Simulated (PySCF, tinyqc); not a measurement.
RHF in the sto-3g basis, for CH2, spin multiplicity 1, step by step (part 1 of 2). This run ends on a higher stationary point, not on the lowest solution. The lowest restricted solution is unstable here: a spin-polarised one lies 0.0205 hartree lower (PySCF). Computed by tinyqc, a small Python program that keeps every step (integrals from PySCF). Settings: charge = 0, multiplicity = 1, basis = sto-3g, energy threshold = 1e-10, iteration cap = 63, orthogonalisation = symmetric, start = core, DIIS depth = 4, damping = 0.2, method = RHF. Command: `OMP_NUM_THREADS=1 python tinyqc.py 21126 21127 out.jsonl` (the two numbers bound the seeds that draw the settings). One thread of a shared host (Intel(R) Xeon(R) Processor @ 2.60GHz), about 0.1 s of CPU time with the checks. Later iterations appear only in the table of the cycle.

## One-electron integrals

Geometry (angstrom):
```
atom       x        y       z
C     0.0000   0.0000  0.0000
H     0.0000   1.0600  0.7970
H     0.0000  -1.0730  0.8070
```

Basis sto-3g: exponents (1/bohr^2) and contraction coefficients of normalised primitives:
```
element  l (shell)  exponent  coefficient
C            s (1)   71.6168       0.1543
C            s (1)   13.0451       0.5353
C            s (1)    3.5305       0.4446
C            s (2)    2.9412      -0.1000
C            s (2)    0.6835       0.3995
C            s (2)    0.2223       0.7001
C            p (3)    2.9412       0.1559
C            p (3)    0.6835       0.6077
C            p (3)    0.2223       0.3920
H            s (1)    3.4253       0.1543
H            s (1)    0.6239       0.5353
H            s (1)    0.1689       0.4446
```

Overlap, kinetic and nuclear-attraction integrals over the contracted functions; the nuclear repulsion is the sum of Za Zb / Rab.

nuclear repulsion = 5.007052 hartree

overlap S, order 1C 1s, 1C 2s, 1C 2px, 1C 2py, 1C 2pz, 2H 1s, 3H 1s:
$$\begin{pmatrix}
1.0000 & 0.2484 & 0.0000 & 0.0000 & 0.0000 & 0.0361 & 0.0348 \\
0.2484 & 1.0000 & 0.0000 & 0.0000 & 0.0000 & 0.3645 & 0.3565 \\
0.0000 & 0.0000 & 1.0000 & 0.0000 & 0.0000 & 0.0000 & 0.0000 \\
0.0000 & 0.0000 & 0.0000 & 1.0000 & 0.0000 & 0.3027 & -0.2976 \\
0.0000 & 0.0000 & 0.0000 & 0.0000 & 1.0000 & 0.2276 & 0.2238 \\
0.0361 & 0.3645 & 0.0000 & 0.3027 & 0.2276 & 1.0000 & 0.0955 \\
0.0348 & 0.3565 & 0.0000 & -0.2976 & 0.2238 & 0.0955 & 1.0000
\end{pmatrix}$$

kinetic energy T (hartree), order 1C 1s, 1C 2s, 1C 2px, 1C 2py, 1C 2pz, 2H 1s, 3H 1s:
$$\begin{pmatrix}
15.8911 & -0.0859 & 0.0000 & 0.0000 & 0.0000 & -0.0108 & -0.0105 \\
-0.0859 & 0.4722 & 0.0000 & 0.0000 & 0.0000 & 0.0455 & 0.0423 \\
0.0000 & 0.0000 & 1.4777 & 0.0000 & 0.0000 & 0.0000 & 0.0000 \\
0.0000 & 0.0000 & 0.0000 & 1.4777 & 0.0000 & 0.1114 & -0.1061 \\
0.0000 & 0.0000 & 0.0000 & 0.0000 & 1.4777 & 0.0838 & 0.0798 \\
-0.0108 & 0.0455 & 0.0000 & 0.1114 & 0.0838 & 0.7600 & -0.0112 \\
-0.0105 & 0.0423 & 0.0000 & -0.1061 & 0.0798 & -0.0112 & 0.7600
\end{pmatrix}$$

nuclear attraction V (hartree), order 1C 1s, 1C 2s, 1C 2px, 1C 2py, 1C 2pz, 2H 1s, 3H 1s:
$$\begin{pmatrix}
-34.4459 & -4.3892 & 0.0000 & -0.0002 & -0.0136 & -0.6469 & -0.6233 \\
-4.3892 & -5.9759 & 0.0000 & -0.0021 & -0.1508 & -1.7480 & -1.7013 \\
0.0000 & 0.0000 & -5.8787 & 0.0000 & 0.0000 & 0.0000 & 0.0000 \\
-0.0002 & -0.0021 & 0.0000 & -5.9842 & -0.0011 & -1.3258 & 1.2951 \\
-0.0136 & -0.1508 & 0.0000 & -0.0011 & -5.9383 & -1.0267 & -1.0035 \\
-0.6469 & -1.7480 & 0.0000 & -1.3258 & -1.0267 & -3.8487 & -0.3965 \\
-0.6233 & -1.7013 & 0.0000 & 1.2951 & -1.0035 & -0.3965 & -3.8210
\end{pmatrix}$$

core Hamiltonian H = T + V (hartree), order 1C 1s, 1C 2s, 1C 2px, 1C 2py, 1C 2pz, 2H 1s, 3H 1s:
$$\begin{pmatrix}
-18.5548 & -4.4751 & 0.0000 & -0.0002 & -0.0136 & -0.6577 & -0.6338 \\
-4.4751 & -5.5037 & 0.0000 & -0.0021 & -0.1508 & -1.7025 & -1.6590 \\
0.0000 & 0.0000 & -4.4009 & 0.0000 & 0.0000 & 0.0000 & 0.0000 \\
-0.0002 & -0.0021 & 0.0000 & -4.5064 & -0.0011 & -1.2144 & 1.1890 \\
-0.0136 & -0.1508 & 0.0000 & -0.0011 & -4.4606 & -0.9430 & -0.9237 \\
-0.6577 & -1.7025 & 0.0000 & -1.2144 & -0.9430 & -3.0887 & -0.4077 \\
-0.6338 & -1.6590 & 0.0000 & 1.1890 & -0.9237 & -0.4077 & -3.0609
\end{pmatrix}$$

## Two-electron integrals

Functions are numbered as in S; the eight-fold symmetry (ij|kl) = (ji|kl) = (kl|ij) leaves the list below.

Two-electron integrals (ij|kl) in chemists' order, unique and non-zero (hartree):
```
(11|11) 3.5419      (21|11) 0.5769      (21|21) 0.1119      (22|11) 0.8547
(22|21) 0.2053      (22|22) 0.6247      (31|31) 0.0203      (32|31) 0.0309
(32|32) 0.1380      (33|11) 0.8524      (33|21) 0.2053      (33|22) 0.6246
(33|33) 0.6728      (41|41) 0.0203      (42|41) 0.0309      (42|42) 0.1380
(43|43) 0.0363      (44|11) 0.8524      (44|21) 0.2053      (44|22) 0.6246
(44|33) 0.6003      (44|44) 0.6728      (51|51) 0.0203      (52|51) 0.0309
(52|52) 0.1380      (53|53) 0.0363      (54|54) 0.0363      (55|11) 0.8524
(55|21) 0.2053      (55|22) 0.6246      (55|33) 0.6003      (55|44) 0.6003
(55|55) 0.6728      (61|11) 0.0842      (61|21) 0.0162      (61|22) 0.0298
(61|33) 0.0297      (61|41) 0.0008      (61|42) 0.0014      (61|44) 0.0299
(61|51) 0.0006      (61|52) 0.0011      (61|54) 1.45e-04    (61|55) 0.0298
(61|61) 0.0024      (62|11) 0.2269      (62|21) 0.0553      (62|22) 0.1886
(62|33) 0.1839      (62|41) 0.0042      (62|42) 0.0304      (62|44) 0.1928
(62|51) 0.0031      (62|52) 0.0229      (62|54) 0.0067      (62|55) 0.1889
(62|61) 0.0084      (62|62) 0.0786      (63|31) 0.0053      (63|32) 0.0289
(63|43) 0.0057      (63|53) 0.0043      (63|63) 0.0090      (64|11) 0.1628
(64|21) 0.0402      (64|22) 0.1452      (64|33) 0.1380      (64|41) 0.0079
(64|42) 0.0503      (64|44) 0.1558      (64|51) 0.0020      (64|52) 0.0161
(64|54) 0.0091      (64|55) 0.1416      (64|61) 0.0063      (64|62) 0.0718
(64|64) 0.0733      (65|11) 0.1224      (65|21) 0.0302      (65|22) 0.1092
(65|33) 0.1038      (65|41) 0.0020      (65|42) 0.0161      (65|44) 0.1085
(65|51) 0.0068      (65|52) 0.0410      (65|54) 0.0093      (65|55) 0.1151
(65|61) 0.0048      (65|62) 0.0540      (65|64) 0.0483      (65|65) 0.0453
(66|11) 0.3954      (66|21) 0.0980      (66|22) 0.3817      (66|33) 0.3624
(66|41) 0.0085      (66|42) 0.0856      (66|44) 0.3991      (66|51) 0.0064
(66|52) 0.0643      (66|54) 0.0276      (66|55) 0.3832      (66|61) 0.0150
(66|62) 0.2102      (66|64) 0.2109      (66|65) 0.1586      (66|66) 0.7746
(71|11) 0.0811      (71|21) 0.0156      (71|22) 0.0287      (71|33) 0.0286
(71|41) -0.0007     (71|42) -0.0014     (71|44) 0.0288      (71|51) 0.0006
(71|52) 0.0010      (71|54) -1.39e-04   (71|55) 0.0287      (71|61) 0.0023
(71|62) 0.0077      (71|64) 0.0053      (71|65) 0.0044      (71|66) 0.0135
(71|71) 0.0022      (72|11) 0.2207      (72|21) 0.0538      (72|22) 0.1838
(72|33) 0.1791      (72|41) -0.0041     (72|42) -0.0297     (72|44) 0.1879
(72|51) 0.0031      (72|52) 0.0223      (72|54) -0.0066     (72|55) 0.1841
(72|61) 0.0077      (72|62) 0.0542      (72|64) 0.0359      (72|65) 0.0363
(72|66) 0.1119      (72|71) 0.0079      (72|72) 0.0750      (73|31) 0.0051
(73|32) 0.0281      (73|43) -0.0056     (73|53) 0.0042      (73|63) 0.0058
(73|73) 0.0085      (74|11) -0.1590     (74|21) -0.0393     (74|22) -0.1421
(74|33) -0.1351     (74|41) 0.0077      (74|42) 0.0490      (74|44) -0.1524
(74|51) -0.0019     (74|52) -0.0157     (74|54) 0.0089      (74|55) -0.1386
(74|61) -0.0054     (74|62) -0.0361     (74|64) -0.0190     (74|65) -0.0238
(74|66) -0.0706     (74|71) -0.0060     (74|72) -0.0687     (74|74) 0.0703
(75|11) 0.1196      (75|21) 0.0295      (75|22) 0.1069      (75|33) 0.1016
(75|41) -0.0019     (75|42) -0.0157     (75|44) 0.1062      (75|51) 0.0066
(75|52) 0.0399      (75|54) -0.0091     (75|55) 0.1126      (75|61) 0.0044
(75|62) 0.0364      (75|64) 0.0237      (75|65) 0.0296      (75|66) 0.0794
(75|71) 0.0045      (75|72) 0.0517      (75|74) -0.0465     (75|75) 0.0435
(76|11) 0.0492      (76|21) 0.0121      (76|22) 0.0436      (76|33) 0.0422
(76|41) -2.95e-06   (76|42) -3.72e-05   (76|44) 0.0433      (76|51) 0.0011
(76|52) 0.0088      (76|54) -1.02e-05   (76|55) 0.0451      (76|61) 0.0018
(76|62) 0.0168      (76|64) 0.0133      (76|65) 0.0126      (76|66) 0.0432
(76|71) 0.0017      (76|72) 0.0164      (76|74) -0.0131     (76|75) 0.0124
(76|76) 0.0046      (77|11) 0.3908      (77|21) 0.0969      (77|22) 0.3780
(77|33) 0.3589      (77|41) -0.0084     (77|42) -0.0843     (77|44) 0.3951
(77|51) 0.0063      (77|52) 0.0634      (77|54) -0.0272     (77|55) 0.3794
(77|61) 0.0139      (77|62) 0.1138      (77|64) 0.0714      (77|65) 0.0804
(77|66) 0.2476      (77|71) 0.0143      (77|72) 0.2046      (77|74) -0.2061
(77|75) 0.1550      (77|76) 0.0432      (77|77) 0.7746
```

## Orthogonalisation

S = U s U^T; symmetric (Loewdin) form X = U s^(-1/2) U^T, so that X^T S X = 1.

eigenvalues of S: [0.4166, 0.5253, 0.8649, 1.0000, 1.1140, 1.3794, 1.6998]

X, order 1C 1s, 1C 2s, 1C 2px, 1C 2py, 1C 2pz, 2H 1s, 3H 1s:
$$\begin{pmatrix}
1.0262 & -0.1441 & 0.0000 & -0.0002 & -0.0090 & 0.0218 & 0.0213 \\
-0.1441 & 1.1520 & 0.0000 & 0.0026 & 0.0779 & -0.2250 & -0.2179 \\
0.0000 & 0.0000 & 1.0000 & 0.0000 & 0.0000 & 0.0000 & 0.0000 \\
-0.0002 & 0.0026 & 0.0000 & 1.0862 & 0.0014 & -0.1881 & 0.1834 \\
-0.0090 & 0.0779 & 0.0000 & 0.0014 & 1.0475 & -0.1373 & -0.1338 \\
0.0218 & -0.2250 & 0.0000 & -0.1881 & -0.1373 & 1.1323 & -0.0161 \\
0.0213 & -0.2179 & 0.0000 & 0.1834 & -0.1338 & -0.0161 & 1.1260
\end{pmatrix}$$

## Starting guess

The start is the orbitals of the core Hamiltonian; D = 2 C_occ C_occ^T.

D at the start, order 1C 1s, 1C 2s, 1C 2px, 1C 2py, 1C 2pz, 2H 1s, 3H 1s:
$$\begin{pmatrix}
2.1201 & -0.4985 & 0.0000 & -0.0009 & -0.2372 & 0.0732 & 0.0717 \\
-0.4985 & 2.0616 & 0.0000 & 0.0056 & 1.0279 & -0.2910 & -0.2851 \\
0.0000 & 0.0000 & 2.0000 & 0.0000 & 0.0000 & 0.0000 & 0.0000 \\
-0.0009 & 0.0056 & 0.0000 & 2.2522 & 0.0042 & -0.2553 & 0.2503 \\
-0.2372 & 1.0279 & 0.0000 & 0.0042 & 0.5126 & -0.1452 & -0.1420 \\
0.0732 & -0.2910 & 0.0000 & -0.2553 & -0.1452 & 0.0698 & 0.0119 \\
0.0717 & -0.2851 & 0.0000 & 0.2503 & -0.1420 & 0.0119 & 0.0674
\end{pmatrix}$$

## Iteration 1: building the Fock matrix

J_ij = sum D_kl (ij|kl), K_ij = sum D_kl (ik|jl); F = H + J - 0.5 K; E = tr D H + tr D J / 2 - 0.25 tr D K + E_nn.

Coulomb J (hartree), order 1C 1s, 1C 2s, 1C 2px, 1C 2py, 1C 2pz, 2H 1s, 3H 1s:
$$\begin{pmatrix}
12.3466 & 2.4112 & 0.0000 & 0.0000 & 0.0455 & 0.3524 & 0.3396 \\
2.4112 & 5.5109 & 0.0000 & -0.0003 & 0.2130 & 1.6270 & 1.5848 \\
0.0000 & 0.0000 & 5.5482 & 0.0000 & 0.0000 & 0.0000 & 0.0000 \\
0.0000 & -0.0003 & 0.0000 & 5.5409 & -0.0001 & 1.2283 & -1.2017 \\
0.0455 & 0.2130 & 0.0000 & -0.0001 & 5.4274 & 0.9546 & 0.9338 \\
0.3524 & 1.6270 & 0.0000 & 1.2283 & 0.9546 & 3.1562 & 0.3717 \\
0.3396 & 1.5848 & 0.0000 & -1.2017 & 0.9338 & 0.3717 & 3.1242
\end{pmatrix}$$

exchange K (hartree), order 1C 1s, 1C 2s, 1C 2px, 1C 2py, 1C 2pz, 2H 1s, 3H 1s:
$$\begin{pmatrix}
7.2662 & 1.2952 & 0.0000 & 0.0000 & 0.0250 & 0.2011 & 0.1939 \\
1.2952 & 1.7477 & 0.0000 & -0.0005 & 0.5889 & 0.5122 & 0.4982 \\
0.0000 & 0.0000 & 1.7045 & 0.0000 & 0.0000 & 0.0000 & 0.0000 \\
0.0000 & -0.0005 & 0.0000 & 1.6967 & 0.0004 & 0.3097 & -0.3023 \\
0.0250 & 0.5889 & 0.0000 & 0.0004 & 0.6832 & 0.2434 & 0.2368 \\
0.2011 & 0.5122 & 0.0000 & 0.3097 & 0.2434 & 0.2502 & 0.1045 \\
0.1939 & 0.4982 & 0.0000 & -0.3023 & 0.2368 & 0.1045 & 0.2378
\end{pmatrix}$$

Fock matrix F (hartree), order 1C 1s, 1C 2s, 1C 2px, 1C 2py, 1C 2pz, 2H 1s, 3H 1s:
$$\begin{pmatrix}
-9.8413 & -2.7116 & 0.0000 & -0.0002 & 0.0194 & -0.4059 & -0.3912 \\
-2.7116 & -0.8666 & 0.0000 & -0.0022 & -0.2322 & -0.3317 & -0.3233 \\
0.0000 & 0.0000 & 0.2950 & 0.0000 & 0.0000 & 0.0000 & 0.0000 \\
-0.0002 & -0.0022 & 0.0000 & 0.1861 & -0.0014 & -0.1410 & 0.1384 \\
0.0194 & -0.2322 & 0.0000 & -0.0014 & 0.6252 & -0.1100 & -0.1083 \\
-0.4059 & -0.3317 & 0.0000 & -0.1410 & -0.1100 & -0.0575 & -0.0882 \\
-0.3912 & -0.3233 & 0.0000 & 0.1384 & -0.1083 & -0.0882 & -0.0556
\end{pmatrix}$$

total energy of this density = -36.663818 hartree

This density is the starting one.

## Iteration 1: diagonalisation and new density

Diagonalise F' = X^T F X, C = X C', fill 4 alpha and 4 beta electrons from the bottom; D = 2 C_occ C_occ^T; the new density keeps 0.2 of the old one (damping). Each column has its largest component positive (the first on a tie).

F' = X^T F X (hartree):
$$\begin{pmatrix}
-9.6122 & -1.5097 & 0.0000 & -0.0004 & 0.0236 & -0.0311 & -0.0276 \\
-1.5097 & -0.2158 & 0.0000 & 0.0011 & -0.1248 & -0.2366 & -0.2289 \\
0.0000 & 0.0000 & 0.2950 & 0.0000 & 0.0000 & 0.0000 & 0.0000 \\
-0.0004 & 0.0011 & 0.0000 & 0.3345 & 0.0009 & -0.2305 & 0.2249 \\
0.0236 & -0.1248 & 0.0000 & 0.0009 & 0.7141 & -0.1785 & -0.1740 \\
-0.0311 & -0.2366 & 0.0000 & -0.2305 & -0.1785 & 0.1527 & -0.0248 \\
-0.0276 & -0.2289 & 0.0000 & 0.2249 & -0.1740 & -0.0248 & 0.1442
\end{pmatrix}$$

orbital energies (hartree): MO1 -9.8496, MO2 -0.3162, MO3 -0.0781, MO4 0.2950, MO5 0.3698, MO6 0.5859, MO7 0.8056

coefficients C, order 1C 1s, 1C 2s, 1C 2px, 1C 2py, 1C 2pz, 2H 1s, 3H 1s:
$$\begin{pmatrix}
0.9917 & -0.2033 & -0.0004 & 0.0000 & -0.2235 & -0.0062 & -0.0110 \\
0.0335 & 0.6416 & 0.0023 & 0.0000 & 1.0061 & 0.0300 & 0.1617 \\
0.0000 & 0.0000 & 0.0000 & 1.0000 & 0.0000 & 0.0000 & 0.0000 \\
0.0001 & 0.0045 & -0.4612 & 0.0000 & -0.0273 & 1.0173 & 0.0214 \\
0.0012 & 0.1885 & 0.0006 & 0.0000 & -0.0571 & -0.0197 & 1.0492 \\
-0.0058 & 0.3274 & -0.5170 & 0.0000 & -0.6440 & -0.6584 & -0.4064 \\
-0.0057 & 0.3211 & 0.5313 & 0.0000 & -0.6674 & 0.6304 & -0.3736
\end{pmatrix}$$

D after iteration 1, order 1C 1s, 1C 2s, 1C 2px, 1C 2py, 1C 2pz, 2H 1s, 3H 1s:
$$\begin{pmatrix}
2.0636 & -0.2554 & 0.0000 & -0.0012 & -0.1068 & -0.1008 & -0.0995 \\
-0.2554 & 1.0727 & 0.0000 & 0.0040 & 0.3992 & 0.2757 & 0.2743 \\
0.0000 & 0.0000 & 2.0000 & 0.0000 & 0.0000 & 0.0000 & 0.0000 \\
-0.0012 & 0.0040 & 0.0000 & 0.7908 & 0.0017 & 0.3328 & -0.3397 \\
-0.1068 & 0.3992 & 0.0000 & 0.0017 & 0.1594 & 0.0692 & 0.0690 \\
-0.1008 & 0.2757 & 0.0000 & 0.3328 & 0.0692 & 0.6131 & -0.2688 \\
-0.0995 & 0.2743 & 0.0000 & -0.3397 & 0.0690 & -0.2688 & 0.6301
\end{pmatrix}$$

## Iteration 2: building the Fock matrix

As before.

Coulomb J (hartree), order 1C 1s, 1C 2s, 1C 2px, 1C 2py, 1C 2pz, 2H 1s, 3H 1s:
$$\begin{pmatrix}
11.3715 & 2.1894 & 0.0000 & 0.0003 & 0.0352 & 0.3199 & 0.3082 \\
2.1894 & 5.0365 & 0.0000 & 0.0011 & 0.2353 & 1.5565 & 1.5175 \\
0.0000 & 0.0000 & 5.0659 & 0.0000 & 0.0000 & 0.0000 & 0.0000 \\
0.0003 & 0.0011 & 0.0000 & 5.0575 & 0.0001 & 1.2015 & -1.1766 \\
0.0352 & 0.2353 & 0.0000 & 0.0001 & 4.9698 & 0.9450 & 0.9255 \\
0.3199 & 1.5565 & 0.0000 & 1.2015 & 0.9450 & 3.3283 & 0.3648 \\
0.3082 & 1.5175 & 0.0000 & -1.1766 & 0.9255 & 0.3648 & 3.3078
\end{pmatrix}$$

exchange K (hartree), order 1C 1s, 1C 2s, 1C 2px, 1C 2py, 1C 2pz, 2H 1s, 3H 1s:
$$\begin{pmatrix}
7.1818 & 1.2633 & 0.0000 & 0.0000 & 0.0035 & 0.1890 & 0.1823 \\
1.2633 & 1.4992 & 0.0000 & 0.0052 & 0.4370 & 0.6654 & 0.6512 \\
0.0000 & 0.0000 & 1.6001 & 0.0000 & 0.0000 & 0.0000 & 0.0000 \\
0.0000 & 0.0052 & 0.0000 & 1.1453 & 0.0020 & 0.5005 & -0.4947 \\
0.0035 & 0.4370 & 0.0000 & 0.0020 & 0.5075 & 0.3227 & 0.3170 \\
0.1890 & 0.6654 & 0.0000 & 0.5005 & 0.3227 & 0.9423 & 0.1160 \\
0.1823 & 0.6512 & 0.0000 & -0.4947 & 0.3170 & 0.1160 & 0.9403
\end{pmatrix}$$

Fock matrix F (hartree), order 1C 1s, 1C 2s, 1C 2px, 1C 2py, 1C 2pz, 2H 1s, 3H 1s:
$$\begin{pmatrix}
-10.7742 & -2.9173 & 0.0000 & 0.0001 & 0.0199 & -0.4324 & -0.4167 \\
-2.9173 & -1.2167 & 0.0000 & -0.0036 & -0.1340 & -0.4787 & -0.4671 \\
0.0000 & 0.0000 & -0.1350 & 0.0000 & 0.0000 & 0.0000 & 0.0000 \\
0.0001 & -0.0036 & 0.0000 & -0.0216 & -0.0020 & -0.2631 & 0.2598 \\
0.0199 & -0.1340 & 0.0000 & -0.0020 & 0.2554 & -0.1593 & -0.1567 \\
-0.4324 & -0.4787 & 0.0000 & -0.2631 & -0.1593 & -0.2315 & -0.1008 \\
-0.4167 & -0.4671 & 0.0000 & 0.2598 & -0.1567 & -0.1008 & -0.2233
\end{pmatrix}$$

total energy of this density = -37.768548 hartree

This density is a damped mixture and is not idempotent.

## Iteration 2: DIIS over 2 matrices

error matrix X^T (FDS - SDF) X:
$$\begin{pmatrix}
0.0000 & 0.0019 & 0.0000 & 0.0001 & -0.0320 & 0.0007 & 0.0012 \\
-0.0019 & 0.0000 & 0.0000 & 0.0005 & -0.1732 & 0.0645 & 0.0598 \\
0.0000 & 0.0000 & 0.0000 & 0.0000 & 0.0000 & 0.0000 & 0.0000 \\
-0.0001 & -0.0005 & 0.0000 & 0.0000 & -0.0006 & 0.0742 & -0.0689 \\
0.0320 & 0.1732 & 0.0000 & 0.0006 & 0.0000 & 0.1013 & 0.0980 \\
-0.0007 & -0.0645 & 0.0000 & -0.0742 & -0.1013 & 0.0000 & 0.0013 \\
-0.0012 & -0.0598 & 0.0000 & 0.0689 & -0.0980 & -0.0013 & 0.0000
\end{pmatrix}$$

B (overlaps of the stored error matrices):
$$\begin{pmatrix}
2.5952336e+00 & 5.1427141e-01 \\
5.1427141e-01 & 1.3777650e-01
\end{pmatrix}$$

Minimise |sum c_i e_i|^2 with sum c_i = 1: solve [B -1; -1 0][c; lambda] = [0; -1] with B_ij = tr e_i^T e_j, and take F = sum c_i F_i.

DIIS coefficients: [-0.2209, 1.2209]

extrapolated F (hartree), order 1C 1s, 1C 2s, 1C 2px, 1C 2py, 1C 2pz, 2H 1s, 3H 1s:
$$\begin{pmatrix}
-10.9803 & -2.9628 & 0.0000 & 0.0001 & 0.0200 & -0.4382 & -0.4224 \\
-2.9628 & -1.2941 & 0.0000 & -0.0039 & -0.1123 & -0.5112 & -0.4989 \\
0.0000 & 0.0000 & -0.2300 & 0.0000 & 0.0000 & 0.0000 & 0.0000 \\
0.0001 & -0.0039 & 0.0000 & -0.0674 & -0.0022 & -0.2901 & 0.2866 \\
0.0200 & -0.1123 & 0.0000 & -0.0022 & 0.1737 & -0.1702 & -0.1674 \\
-0.4382 & -0.5112 & 0.0000 & -0.2901 & -0.1702 & -0.2699 & -0.1036 \\
-0.4224 & -0.4989 & 0.0000 & 0.2866 & -0.1674 & -0.1036 & -0.2603
\end{pmatrix}$$

## Iteration 2: diagonalisation and new density

As before.

F' = X^T F X (hartree):
$$\begin{pmatrix}
-10.7467 & -1.5786 & 0.0000 & 0.0002 & 0.0051 & -0.0207 & -0.0171 \\
-1.5786 & -0.5454 & 0.0000 & -0.0001 & 0.0250 & -0.3480 & -0.3395 \\
0.0000 & 0.0000 & -0.2300 & 0.0000 & 0.0000 & 0.0000 & 0.0000 \\
0.0002 & -0.0001 & 0.0000 & 0.1420 & 0.0002 & -0.3327 & 0.3285 \\
0.0051 & 0.0250 & 0.0000 & 0.0002 & 0.2689 & -0.2001 & -0.1960 \\
-0.0207 & -0.3480 & 0.0000 & -0.3327 & -0.2001 & 0.0223 & -0.0075 \\
-0.0171 & -0.3395 & 0.0000 & 0.3285 & -0.1960 & -0.0075 & 0.0203
\end{pmatrix}$$

orbital energies (hartree): MO1 -10.9863, MO2 -0.6725, MO3 -0.3855, MO4 -0.2300, MO5 0.0837, MO6 0.5545, MO7 0.5675

coefficients C, order 1C 1s, 1C 2s, 1C 2px, 1C 2py, 1C 2pz, 2H 1s, 3H 1s:
$$\begin{pmatrix}
0.9933 & -0.2192 & 0.0028 & 0.0000 & -0.1516 & 0.0498 & 0.1217 \\
0.0274 & 0.7268 & -0.0113 & 0.0000 & 0.6633 & -0.2599 & -0.6446 \\
0.0000 & 0.0000 & 0.0000 & 1.0000 & 0.0000 & 0.0000 & 0.0000 \\
0.0000 & 0.0070 & 0.5239 & 0.0000 & -0.0016 & 0.9099 & -0.3826 \\
0.0004 & 0.1130 & -0.0009 & 0.0000 & -0.6515 & -0.3220 & -0.7740 \\
-0.0048 & 0.2884 & 0.4771 & 0.0000 & -0.3619 & -0.3604 & 0.9034 \\
-0.0047 & 0.2756 & -0.4885 & 0.0000 & -0.3635 & 0.8839 & 0.3736
\end{pmatrix}$$

D after iteration 2, order 1C 1s, 1C 2s, 1C 2px, 1C 2py, 1C 2pz, 2H 1s, 3H 1s:
$$\begin{pmatrix}
2.0681 & -0.2625 & 0.0000 & -0.0003 & -0.0603 & -0.1267 & -0.1262 \\
-0.2625 & 1.0611 & 0.0000 & -0.0005 & 0.2113 & 0.3817 & 0.3840 \\
0.0000 & 0.0000 & 2.0000 & 0.0000 & 0.0000 & 0.0000 & 0.0000 \\
-0.0003 & -0.0005 & 0.0000 & 0.5974 & 0.0009 & 0.4697 & -0.4743 \\
-0.0603 & 0.2113 & 0.0000 & 0.0009 & 0.0523 & 0.0653 & 0.0643 \\
-0.1267 & 0.3817 & 0.0000 & 0.4697 & 0.0653 & 0.6199 & -0.2994 \\
-0.1262 & 0.3840 & 0.0000 & -0.4743 & 0.0643 & -0.2994 & 0.6295
\end{pmatrix}$$
